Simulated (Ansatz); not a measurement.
The cluster Li2H4⁻. Charge -1, multiplicity 2. Geometry r2SCAN-D4/def2-TZVPD; atoms count from 1.

```xyz
6

Li   -0.072   -0.400   -1.741
Li    0.042    0.397    1.741
H     0.018    0.737    3.381
H    -0.217   -0.837   -3.351
H     0.341   -0.361    0.074
H    -0.112    0.464   -0.105
```

In the doublet, H5 and H6 lie 0.96 Å apart (atoms count from 1), so these atoms are partly bonded to each other. The structure comes from a short search, and lower isomers may exist.

Q: Estimate the Mulliken populations from the PBE0/def2-TZVPD orbitals of Ansatz.

A: 
| atom | charge (e) | spin (α − β) |
| --- | --- | --- |
| Li1 | 0.33 | 0.16 |
| Li2 | 0.33 | 0.16 |
| H3 | -0.53 | -0.01 |
| H4 | -0.53 | -0.01 |
| H5 | -0.29 | 0.35 |
| H6 | -0.30 | 0.35 |
Mulliken values depend strongly on the basis. With diffuse functions, as here, like atoms can get unlike values, and bond orders can come out too low or too high.

Q: Where does the spin sit?

A: Summed by element: Li 0.33, H 0.67, of 1 unpaired in all. Largest on single atoms: H5 0.35, H6 0.35, Li1 0.16.
